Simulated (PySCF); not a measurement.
Homolysis of single bonds, series formyl-X. All species are isolated molecules in the gas phase. One relaxed conformer stands for each flexible species; it need not be the lowest. Strings in code marks are SMILES.

The four lowest singlet excitations (Tamm–Dancoff). Level of theory: TPSSh-D3(BJ)/def2-TZVP // PBE0-D3(BJ)/def2-TZVP run with PySCF. Excitations are Tamm–Dancoff values on a coarser integration grid. The basis has no diffuse functions, so Rydberg states are missing or too high.

```tsv
state	energy (eV)	wavelength (nm)	oscillator strength
S1	3.83	323	0.000
S2	4.84	256	0.000
S3	5.96	208	0.126
S4	6.66	186	0.007
```

### Question
Name which member gives these states.
(A) `CN(C)C=O` (C–N–C–O torsion 0°)
(B) `O=CO` (O–C–O–H torsion 0°)
(C) `N#CC=O`
(D) `C#CC=O`

### Answer
D, `C#CC=O`
